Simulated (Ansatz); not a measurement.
B₃H₂. The state is a quartet with charge 0. Geometry r2SCAN-D4/def2-TZVP; atoms count from 1.

```xyz
5

B    -0.066   -0.858    1.208
B    -0.561    0.555    0.584
B     0.545   -0.763   -0.292
H     0.841   -0.422   -1.384
H    -0.760    1.487   -0.116
```

At PBE0-D4/def2-TZVP a doublet of charge 0 lies 2.10 eV below the quartet, each at its own geometry. The structure comes from a short search, and lower isomers may exist.

Problem. Estimate the Mulliken populations from the PBE0/def2-TZVP orbitals of Ansatz.

Solution. 
| atom | charge (e) | spin (α − β) |
| --- | --- | --- |
| B1 | -0.08 | 1.32 |
| B2 | -0.06 | 0.87 |
| B3 | -0.06 | 0.87 |
| H4 | 0.10 | -0.03 |
| H5 | 0.10 | -0.03 |
Mulliken values depend strongly on the basis.

Problem. Where does the spin sit?

Solution. Summed by element: B 3.06, H -0.06, of 3 unpaired in all. Largest on single atoms: B1 1.32, B2 0.87, B3 0.87.

Problem. And the Mayer bond orders between heavy atoms (over 0.3)?

Solution. B1–B2 1.24 (1.62 Å); B1–B3 1.24 (1.62 Å); B2–B3 0.72 (1.93 Å).
